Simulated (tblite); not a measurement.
C₄H₆N (doublet state).
Geometry (GFN2-xTB, Å), atoms numbered from 1 in this order:
```xyz
11
C4H6N angstrom
C      2.1129   -0.6102    0.2622
C      0.9830   -0.2253    0.3694
C     -0.4065    0.2671    0.3711
C     -1.2389   -0.9028    0.0261
N     -0.5973    1.3834   -0.5434
H      3.1048   -0.9504    0.2108
H     -0.6337    0.6242    1.3868
H     -1.4579   -1.6408    0.7713
H     -1.4549   -1.1194   -1.0016
H      0.0968    2.1034   -0.3738
H     -0.5030    1.0735   -1.5049
```

Level: GFN2-xTB in tblite, geometry and Hessian alike; calculated harmonic values, unscaled, isolated species. Against measured fundamentals such values can be off by several per cent, at times by over 20. One conformer, not necessarily the lowest. Open shells enter through the occupations alone, without spin polarisation, and single modes of such species can be off by tens of per cent.

Harmonic wavenumbers (cm⁻¹): 127.3, 156.3, 192.9, 259.4, 338.1, 428.7, 490.4, 510.7, 645.0, 659.8, 853.9, 913.6, 966.8, 996.5, 1146.3, 1171.3, 1206.9, 1305.5, 1388.1, 1553.6, 2250.8, 2857.2, 3140.1, 3188.1, 3378.8, 3391.4, 3422.6.

A = 8586, B = 4165, C = 3099 MHz; mass 68.050 u (most abundant isotopes); point group C1, symmetry number 1; spin multiplicity 2.

Problem. What is the zero-point energy?

Solution. ½Σν̃ = 18470 cm⁻¹ = 52.81 kcal/mol.

Problem. What is S at 400 K and 1 bar for an ideal gas of classical rigid rotors and harmonic oscillators?

Solution. Translation 40.06, rotation 26.35, vibration 20.18, spin (R ln 2) 1.38: S = 88.0 cal/(mol K).

Problem. And Cp and H(400 K) − H(0)?

Solution. Cp = 30.61 cal/(mol K), of which vibrations give 22.66 (their classical limit is 27 R = 53.7); H(400 K) − H(0) = 7.75 kcal/mol without the zero-point energy, 4.57 from vibrations.

Problem. Which modes carry the vibrational entropy at 400 K?

Solution. 127.3 cm⁻¹: 3.56; 156.3 cm⁻¹: 3.16; 192.9 cm⁻¹: 2.75; 259.4 cm⁻¹: 2.20; 338.1 cm⁻¹: 1.72; 428.7 cm⁻¹: 1.31 cal/(mol K); the other 21 give 5.49 together.

Problem. Blend soft modes into free rotors: weight 1/[1 + (100 cm⁻¹/ν̃)⁴] for the oscillator and the rest for a rotor with moment μB/(μ + B), μ = h/(8π²ν), B = 10⁻⁴⁴ kg m². What vibrational entropy results?

Solution. 19.92 cal/(mol K) in place of 20.18, which changes −T·S at 400 K by +0.10 kcal/mol.

Problem. What must be added to the electronic energy to get the Gibbs energy at 400 K and 1 bar?

Solution. ZPE + [H(400 K) − H(0)] − T·S = 52.81 + 7.75 − 35.19 = 25.37 kcal/mol.

Problem. How do the functions run with temperature in this model?

Solution. 
```tsv
T (K)	S (cal/(mol K))	Cp (cal/(mol K))	H − H(0) (kcal/mol)	G − H(0) (kcal/mol)	ln q(vib)
150	65.5	16.7	1.74	-8.09	0.94
250	75.5	22.8	3.72	-15.15	2.26
298.15	79.7	25.6	4.88	-18.89	2.94
600	101.9	37.8	14.65	-46.46	7.23
900	118.6	44.8	27.12	-79.63	11.17
```

q(vib) and H(0) count from the zero-point level.

Hindered rotation and anharmonicity are outside this model. Other conformers, if any are populated, would add a mixing term that is left out. The structure is chiral; the term R ln 2 for an equal mix with its mirror image is left out.

The run took 0.13 s on Arm Neoverse V2, one thread, on a shared host. This covers the Hessian and the dipole derivatives.
